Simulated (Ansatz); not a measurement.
hcp Y, treated with r²SCAN-D4 (Ansatz, a first-principles code, plane waves, PAW).

Run with plane-wave cutoff 560 eV, 18×18×10 k mesh (along the axes of the cell as run), Fermi–Dirac smearing 0.05 eV, scalar-relativistic PAW data made under PBE.

A third-order Birch–Murnaghan fit to the energies gives V0 = 33.200 Å³/atom, B0 = 41.0 GPa, B′ = 3.1.

| V (Å³/atom) | P (GPa) |
|---|---|
| 31.873 | (withheld) |
| 32.537 | (withheld) |
| 33.201 | -0.001 |
| 33.865 | -0.789 |
| 34.529 | -1.514 |

Q: Estimate the withheld pressures from this fit; the answers are the runs' own values.

A: 
- 31.873, P (GPa): 1.783
- 32.537, P (GPa): 0.855

The formula P = (3/2) B0 (x^(7/3) − x^(5/3)) [1 + (3/4)(B′ − 4)(x^(2/3) − 1)] with x = V0/V meets the computed pressures within 0.01 GPa when these rounded values are put in.

Shape and atoms are relaxed at each volume.

Measured, for comparison: bulk modulus 41.7 GPa (zero-point energy and finite temperature contributions removed, our sources range from 37.3 to 41.7; as tabulated in doi:10.1021/acs.jctc.3c00612). Computed (rounded) less measured: bulk modulus -2 % (inside the range of the sources held).

Note: the bulk modulus comes from volumes at which shape and atoms were relaxed.

The result took roughly 5 core-minutes.
